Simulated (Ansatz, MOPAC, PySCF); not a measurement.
Molecule: C₃H₅O, net charge 0, doublet state. SMILES: [CH2]C(C)=O
Geometry from a B3LYP-D3(BJ)/def2-TZVP (Ansatz, a quantum-chemistry and plane-wave program) optimisation:
```
C
O 1 1.2321
C 1 1.4348 2 120.36
H 3 1.0811 1 118.71 2 0.01
H 3 1.0821 4 119.34 1 180.00
C 1 1.5149 2 121.37 3 -179.98
H 6 1.0873 1 109.61 2 -0.44
H 6 1.0926 7 109.47 1 121.42
H 6 1.0926 7 109.42 8 117.23
```
Charge 0, spin multiplicity 2.

Unscaled harmonic wavenumbers (cm⁻¹) in rising order, each level at the stationary point that it reaches from this structure (no distance between atoms moves by over 0.3 Å); the order of modes can differ between levels, and a negative number is imaginary. B3LYP-D3(BJ)/def2-TZVP (PySCF, at the structure above): 51, 360, 389, 507, 528, 760, 821, 929, 1028, 1069, 1271, 1393, 1459, 1476, 1478, 1587, 3035, 3089, 3144, 3147, 3259.

AM1 (MOPAC): -88, 202, 400, 523, 536, 812, 967, 1035, 1048, 1108, 1363, 1369, 1380, 1419, 1464, 1922, 3061, 3068, 3156, 3215, 3225. Zero-point energy 44.7 against 44.0 kcal/mol; where all levels lie over 400 cm⁻¹, the wavenumbers are on average 1.036 times those of B3LYP-D3(BJ)/def2-TZVP. This level finds the structure a saddle point. The zero-point energy leaves imaginary modes out.

HF/6-31G* (Ansatz): 61, 408, 452, 545, 561, 756, 885, 1009, 1131, 1149, 1353, 1539, 1560, 1622, 1625, 1627, 3209, 3264, 3317, 3339, 3449. Zero-point energy 47.0 against 44.0 kcal/mol; where all levels lie over 400 cm⁻¹, the wavenumbers are on average 1.068 times those of B3LYP-D3(BJ)/def2-TZVP.
